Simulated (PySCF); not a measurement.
Protonation sites of sulfuric acid

Molecule: `O=S(=O)(O)O` (H2O4S). Numbering: `[O:1]=[S:2](=[O:3])([OH:4])[OH:5]`

Energies: ωB97X-D3(BJ)/def2-TZVP (PySCF, density fitting, integration grid level 2) on PBE0-D3(BJ)/def2-SVP structures. ωB97X-D3(BJ) is ωB97X-V with D3(BJ) in place of VV10. Thermal corrections: PBE0-D3(BJ)/def2-SVP frequencies, unscaled, ideal gas at 298.15 K and 1 bar, quasi-RRHO entropy.

| site | product | PA / kJ/mol | GB / kJ/mol | gas share | above best in chloroform / kJ/mol |
| --- | --- | --- | --- | --- | --- |
| O1 (oxygen on the chalcogen) | `O=S(O)(O)=[OH+]` | 724 | 696 | > 99.9 % | 0.0 |
| O4 (hydroxyl oxygen) | `O=S(=O)(O)[OH2+]` | 657 | 631 | < 0.1 % | 61.6 |

PA is −ΔH and GB is −ΔG of B + H⁺ → BH⁺ in the gas phase. Shares are Boltzmann weights among the listed products; an error of 10 kJ/mol changes a ratio about 56-fold. Sites whose products fell apart, merged with another or lost in a GFN2-xTB screen aren't listed. Values in solvent are IEF-PCM free energies relative to the most favourable product.

Of the listed sites O1 (oxygen on the chalcogen) is favoured in the gas phase, 65 kJ/mol ahead of O4 in free energy.

In chloroform the product from O1 is solvated 208 kJ/mol more strongly than the parent (electrostatics only).

Gas-phase basicity (−ΔG): the gap is larger than usual, and may come from another state, site, conformer or species, from the functional or basis, or from an outlying measurement.

Measured values (NIST Chemistry WebBook, evaluated or the median of agreeing entries): proton affinity (−ΔH) 699 kJ/mol (computed 724, difference 25); gas-phase basicity (−ΔG) 667 kJ/mol (computed 696, difference 29). These are compared with the most favourable site that keeps the skeleton.

Run with `OMP_NUM_THREADS=1 python redox_run.py task.json out` on 1 thread of Arm Neoverse V1, a shared host. Structures, frequencies and single points: 4.8 min of wall time.
